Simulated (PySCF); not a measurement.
Vertical excitation energies

Species: C₅H₁₀.
SMILES: `C1(C)(C)CC1`

Theory: PySCF 2.14.0, density-fitted response routines, TDDFT CAM-B3LYP/aug-cc-pVTZ, vertical, gas phase, core orbitals frozen in the response. Geometry: PBE0-D3(BJ)/def2-TZVP; no solvent, vibrations or thermal averaging.

What does the calculation give for the low-lying excited states?

| state | E (eV) | E (hartree) | f | symmetry | main configurations (H = HOMO, L = LUMO) |
| --- | --- | --- | --- | --- | --- |
| S1 | 6.91 | 0.2540 | 0.034 | B1 or B2 | H→L (90%) |
| S2 | 7.34 | 0.2698 | 0.013 | A1 | H-1→L (59%), H→L+3 (24%) |
| S3 | 7.46 | 0.2742 | 0.0000 | – | H→L+1 (81%) |
| S4 | 7.50 | 0.2757 | 0.0092 | A1 | H→L+3 (64%), H-1→L (21%) |
| S5 | 7.53 | 0.2767 | 0.0002 | – | H→L+2 (87%) |
| S6 | 7.89 | 0.2899 | 0.0001 | – | H-1→L+1 (70%), H-1→L+4 (16%) |
| S7 | 7.95 | 0.2921 | 0.062 | B1 or B2 | H-1→L+3 (82%) |
| S8 | 8.05 | 0.2957 | 0.0000 | – | H→L+4 (76%), H→L+1 (10%), H→L+17 (9%) |
| S9 | 8.05 | 0.2960 | 0.0003 | – | H-1→L+2 (72%), H-1→L (10%) |
| S10 | 8.18 | 0.3006 | 0.022 | B1 or B2 | H→L+6 (84%) |

Triplets (Tamm–Dancoff): T1 6.85 eV, H→L (88%); T2 7.26 eV, H-1→L (58%), H→L+3 (20%); T3 7.39 eV, H→L+3 (61%), H-1→L (19%), H→L+12 (10%); T4 7.43 eV, H→L+1 (77%), H→L+4 (9%).

The lowest singlet lies at 6.91 eV (179 nm, vacuum ultraviolet) and is of moderate strength; its leading configuration is HOMO→LUMO (90%). The most intense listed level is S7 at 7.95 eV (156 nm, f = 0.062), 1.03 eV above S1. S8/S9 lie within about 0.01 eV of each other. Löwdin shares by element: HOMO carbon 71% or more (atoms not listed hold the other 29%); LUMO hydrogen 42% or more (atoms not listed hold the other 58%). Of the 10 states listed, 4 reach f = 0.01 and 5 stay under 0.0005. The oscillator strengths of these states sum to 0.141; summed over the whole spectrum of an exact calculation they would give the number of electrons, 40 (Thomas–Reiche–Kuhn). Orbital energies (eV): HOMO-3 -11.42, HOMO-2 -10.99, HOMO-1 -9.48, HOMO -8.98, LUMO 0.29, LUMO+1 0.62, LUMO+2 0.65. Symmetry labels in C2v follow from the direction of the transition dipole and are given only for states with f of 0.002 or more; B1 and B2 swap with the choice of axes. Only the lowest 10 singlets were computed, as vertical energies without vibronic structure.
